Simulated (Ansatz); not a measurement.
System: AlF₃, charge 0, multiplicity 1. 
Coordinates optimised at B3LYP-D3(BJ)/def2-TZVP (Ansatz, an electronic-structure program):
```
Al
F 1 1.6342
F 1 1.6342 2 120.00
F 1 1.6342 2 120.00 3 -180.00
```

Basis-set convergence of Hartree-Fock and CCSD(T) correlation energies (hartree) with Ansatz. Valence correlation only, unless marked. Spin-orbit coupling is left out. Non-relativistic.

```json
[
 {"basis": "aug-cc-pV(D+d)Z", "functions": "101", "E(HF)": "-540.51961", "E(corr, CCSD(T))": "-0.69656", "rough core time": "under 20 s"},
 {"basis": "aug-cc-pV(T+d)Z", "functions": "193", "E(HF)": "___", "E(corr, CCSD(T))": "___", "rough core time": "30 s"}
]
```

### Question
Some entries are withheld; supply them.

### Answer

- aug-cc-pV(T+d)Z, E(HF): -540.60968
- aug-cc-pV(T+d)Z, E(corr, CCSD(T)): -0.87404
